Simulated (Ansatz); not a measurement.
**BSiH2 (sextet): from Hartree-Fock to the top rungs, cc-pVTZ**

An exercise on one series of results from a longer session: the logs are not shown, and one member is left open.

Program: Ansatz 0.2.0, Gaussian basis. Level of theory: cc-pVTZ, core rule «outside noble gas», up to 6 orbitals frozen. These are calculated values, not measurements.

The runs, in order: UHF; CCSD(T) on ROHF; CCSD(T) on UHF; BCCD(T) on ROHF; CCSDT(Q) on ROHF; CCSDT(Q) on UHF.

7 further runs of the same task are left out: 2 for a known fault of the program, 5 set aside as unsound or not needed.

**The system**

The geometry is a PBE0/def2-TZVP stationary point (not a proven minimum) of the parent state, kept for this charge and spin.

4 atoms, charge 0, spin multiplicity 6.

Atoms are counted from 1 here; the program's logs count them from 0.

Bond lengths: Si1–B2 1.871 Å, Si1–H3 1.488 Å, Si1–H4 1.488 Å. Angles: B2–Si1–H3 125.4°, B2–Si1–H4 125.4°, H3–Si1–H4 109.2°.

The first run:

File in.yaml:

```yaml
crystal:
  periodic: [false, false, false]
  atoms:
    - {symbol: Si, position_ang: [0.000000, 0.000000, 0.451790]}
    - {symbol: B, position_ang: [0.000000, 0.000000, -1.418773]}
    - {symbol: H, position_ang: [0.000000, 1.212692, 1.314369]}
    - {symbol: H, position_ang: [0.000000, -1.212692, 1.314369]}
basis:
  gaussian: {orbitals: cc-pVTZ}
magnetization: {spin_polarized: true, initial_magnetization: 5}
hamiltonian: {xc: hf}
output: {orbitals: {seedname: orbitals}}
```

Started as:

```console
$ ansatz run in.yaml --threads 1 --pin off --events-out ev --progress --plain --max-ram 4096MiB --backend cpu
```

Among the steps run: UHF; CCSD(T) on ROHF; CCSD(T) on UHF; BCCD(T) on ROHF; CCSDT(Q) on ROHF; CCSDT(Q) on UHF.

One table of the session follows, with a row left open; its other results are not shown here.

```
   method  from UCCSDT(Q) (meV)
     ROHF               +4480.6
      UHF               +4410.0
     RMP2               +1062.7
     UMP2               +1061.3
    RCCSD                +212.4
    UCCSD                +208.5
 RCCSD(T)                 +52.9
 UCCSD(T)                 +51.0
  BCCD(T)                 +51.5
   RCCSDT                  +8.5
   UCCSDT                     ?
RCCSDT(Q)                  +2.7
UCCSDT(Q)                     0
```

Estimate the missing values for UCCSDT.

The run gave: from UCCSDT(Q) (meV): +6.6. In the column «from UCCSDT(Q) (meV)» it lies between RCCSDT(Q) (+2.7) and RCCSDT (+8.5).

Caveats from the session: Restricted and unrestricted rows rest on different reference determinants; where their highest levels disagree by more than a few hundredths of an eV, they describe different states and don't form one ladder.
